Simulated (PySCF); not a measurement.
## Worked example for isocyanic acid: deprotonation at atom N1

Structure: `N=C=O` (CHNO). Optimised structure (Å), atoms numbered from 1:
```
N    -0.6931    0.2703   -0.1622
C     0.4658    0.0447   -0.4268
O     1.5769   -0.0577   -0.7599
H    -1.3292   -0.2426    0.4287
```

Level of theory: B3LYP-D3(BJ)/ma-def2-TZVP single points in PySCF, grid level 2; every species was optimised with PBE0-D3(BJ)/ma-def2-SVP. The prefix ma- adds one diffuse s and one diffuse p function on all atoms but H. Zero-point and thermal terms (298.15 K, 1 bar) come from unscaled PBE0-D3(BJ)/ma-def2-SVP harmonic frequencies, with soft modes damped to free rotors in the entropy.

Step: `N=C=O` → `N#C[O-]` + H⁺.

| species | charge | multiplicity | E / Eh |
| --- | --- | --- | --- |
| `N=C=O` | 0 | 1 | -168.761577 |
| `N#C[O-]` | -1 | 1 | -168.207104 |

Thermal terms, products less reactant: Δ(H − E) = -22.89 kJ/mol, Δ(G − E) = -49.63 kJ/mol (the bare proton has no electronic energy, H = 5/2 RT). 1 Eh = 2625.50 kJ/mol.

**Question.** What are ΔE, ΔH and ΔG of this step?

**Answer.** ΔE = 0.554473 Eh = 1455.77 kJ/mol; ΔH = 1432.9 kJ/mol; ΔG = 1406.1 kJ/mol, all in the gas phase at 298.15 K and 1 bar. The digits show the arithmetic; the method itself can be off by 10 kJ/mol or more. The Active Thermochemical Tables (1.112) give ΔH = 1427.7 kJ/mol.
